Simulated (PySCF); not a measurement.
## Assigning NMR signals

Geometry:
```json
{"atom": "C1", "x (Å)": "-1.722", "y (Å)": "-0.492", "z (Å)": "-0.597"}
{"atom": "O2", "x (Å)": "-0.988", "y (Å)": "-0.439", "z (Å)": "0.598"}
{"atom": "C3", "x (Å)": "0.328", "y (Å)": "-0.831", "z (Å)": "0.473"}
{"atom": "O4", "x (Å)": "1.105", "y (Å)": "0.084", "z (Å)": "-0.263"}
{"atom": "C5", "x (Å)": "1.373", "y (Å)": "1.251", "z (Å)": "0.406"}
{"atom": "F6", "x (Å)": "2.332", "y (Å)": "1.056", "z (Å)": "1.364"}
{"atom": "H7", "x (Å)": "-1.304", "y (Å)": "0.177", "z (Å)": "-1.368"}
{"atom": "H8", "x (Å)": "-2.749", "y (Å)": "-0.177", "z (Å)": "-0.369"}
{"atom": "H9", "x (Å)": "-1.749", "y (Å)": "-1.520", "z (Å)": "-1.006"}
{"atom": "H10", "x (Å)": "0.422", "y (Å)": "-1.790", "z (Å)": "-0.068"}
{"atom": "H11", "x (Å)": "0.726", "y (Å)": "-0.934", "z (Å)": "1.495"}
{"atom": "H12", "x (Å)": "0.472", "y (Å)": "1.644", "z (Å)": "0.912"}
{"atom": "H13", "x (Å)": "1.755", "y (Å)": "1.972", "z (Å)": "-0.333"}
```

Calculated, not measured (PySCF): GIAO PBE0/pcSseg-1 shieldings, J: B3LYP/pcJ-1 (spin–dipole term only in couplings to heteroatoms), geometry: PBE0-D3(BJ)/def2-SVP. Non-relativistic Hamiltonian, one averaged value for each set of equivalent atoms, one conformer, isolated molecule.

Referencing at the same level of theory: TMS for $^{13}$C, $^{1}$H.

**Question.** Assign these signals to the numbered atoms. $^{13}$C{$^{1}$H} NMR (computed): δ 98.7 (d, J = 283.3 Hz), 92.6, 55.6.

**Answer.** 
```tsv
δ (ppm)	atoms	environment	reason
98.7	C5	sp3 CH2 bonded to F and O	2 electronegative neighbours deshield it
92.6	C3	sp3 carbon bearing two oxygens	2 electronegative neighbours deshield it
55.6	C1	methyl carbon bonded to O	the inductive effect lowers its shielding
```

**Question.** Assign these signals to the numbered atoms. $^{1}$H NMR (600 MHz, computed): δ 5.23 (d, J = 62.2 Hz, 2H), 4.63 (d, J = 1.0 Hz, 2H), 3.33 (s, 3H).

**Answer.** 
```tsv
δ (ppm)	atoms	environment	reason
5.23	H12/H13	hydrogen on an sp3 CH2 bonded to F and O	its carbon carries F and O, hence the downfield position
4.63	H10/H11	hydrogen on an sp3 carbon bearing two oxygens	its carbon carries O, an electronegative neighbour
3.33	H7/H8/H9	hydrogen on a methyl carbon bonded to O	its carbon carries O, an electronegative neighbour
```

C–F couplings over four or more bonds (about 3 Hz to the para carbon of a fluoroarene) are left out. Common functionals overestimate the size of one-bond C–F couplings by tens of Hz; these are unscaled. Splittings below 1 Hz are ignored in the labels, and close J values are merged. Shifts are as computed. Against solution values, carbons near 30 ppm lie about +2 ppm off and those near 130 ppm about +5 ppm. Of 1211 compounds with measured shifts, 218 miss one by over three times the rms of a fit or turn the order of signals round; such compounds aren't used in these exercises.
